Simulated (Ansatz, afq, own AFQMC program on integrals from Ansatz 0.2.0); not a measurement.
Atomization energy of CH, doublet

| atom | x (Å) | y (Å) | z (Å) |
| --- | --- | --- | --- |
| C | 0.0000 | 0.0000 | 0.0000 |
| H | 0.0000 | 0.0000 | 1.1225 |

Atoms in their ground-state spins without spin–orbit coupling (mostly on UHF) minus the molecule (ROHF), without zero-point energy. The geometry is a stationary point, not shown to be a minimum.

Basis cc-pVQZ. Noble-gas cores (and the filled d shells of Ga–Kr and In–Xe) are frozen. Ansatz 0.2.0 and our own AFQMC program on the same integrals; the CISD trial comes from CCSD amplitudes, and released means the phaseless constraint is let go. Free projection: walkers drawn from exp(T), propagated without any constraint. Its projection time is finite, and what remains of the start isn't in its error. Error bars are statistical, one sigma. The errors of all members are added in quadrature.

No full CI on the walks' own integrals is used here; CCSDT(Q) serves as the reference and is uncertain by about the last step of the cluster series. Each member takes its own surest rung, up to full CI.

Errors are counted within cc-pVQZ, not against nature.

Cautions: CH (doublet): higher spins were not checked, a spin-contaminated unrestricted determinant lies lower (UHF 217 meV lower, ⟨S²⟩ 1.10).

Reference (CCSDT(Q)): 3.605 eV.

| level | atomization energy (eV) | error against CCSDT(Q) (eV) |
| --- | --- | --- |
| HF | 2.337 | -1.268 |
| MP2 | 3.469 | -0.136 |
| CCSD | 3.560 | -0.045 |
| CCSD(T) | 3.600 | -0.005 |
| CCSDT | 3.604 | -0.001 |
| ph-AFQMC/HF | 3.644 ± 0.021 | 0.039 ± 0.021 |
| ph-AFQMC/CISD | 3.604 ± 0.003 | -0.001 ± 0.003 |
| released AFQMC | 3.610 ± 0.004 | 0.004 ± 0.004 |
| free AFQMC | 3.601 ± 0.004 | -0.004 ± 0.004 |

Correlation beyond CCSD(T) adds 0.005 eV. The perturbative (T) step is worth +0.040 eV.

Free projections are given only where their last times agree within the noise and don't stop above the reference; a slow remainder of the start can still hide under it. A walk keeps the symmetry of its determinant, which the program's search chose and which needn't be the lowest solution, so a lower state of the same spin and another symmetry isn't excluded. Released energies are given only where the last usable release times agree within the noise; a slower fall can still hide under it.
